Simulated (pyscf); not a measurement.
H₂Ge=Se (SMILES [GeH2]=[Se]) + H₂ (SMILES [H][H]) → H₃Ge–SeH (SMILES [GeH3][SeH]), an addition across a multiple bond or ene-type step (singlet surface; H–H broken, H–Se, Ge–H formed). Optimised with ωB97X-D3(BJ)/def2-SVP in PySCF. Energies in kJ/mol from the separated reactants.

Small-basis levels: PySCF, no dispersion term, spherical d functions. AM1 to PM7: differences of heats of formation from MOPAC, which are fitted to 298 K values and so differ in kind from electronic energies by zero-point and thermal terms. GFN2-xTB: tblite. 

```tsv
level	barrier	reaction energy
HF/6-31G*+LANL2DZ	215.4	-107.7
MP2/6-31G*+LANL2DZ	222.8	-71.6
BP86/6-31G*+LANL2DZ	152.1	-89.0
B3LYP/3-21G	…	-92.1
B3LYP/LANL2DZ	164.2	-99.8
B3LYP/6-31G*+LANL2DZ	…	-93.6
PBE/def2-SVP	96.7	-112.6
B3LYP/def2-SVP	122.5	-110.8
GFN2-xTB	115.1	-82.5
AM1	115.1	-90.8
PM6	250.1	-10.7
PM7	207.7	+41.0
ωB97M-D3(BJ)/def2-TZVP	…	-119.7
```

Q: What belongs in the gaps?

A: 
- B3LYP/3-21G, barrier: 165.2
- B3LYP/6-31G*+LANL2DZ, barrier: 170.9
- ωB97M-D3(BJ)/def2-TZVP, barrier: 117.4

Against the last row the barrier runs from -20.8 (PBE/def2-SVP) to +132.6 kJ/mol (PM6). ωB97M-D3(BJ)/def2-TZVP has limits of its own. At the saddle there is also a short Ge–H contact that neither side keeps. One saddle was located; it need not be the lowest between these sides. In the def2 sets elements up to Kr have no core potential.
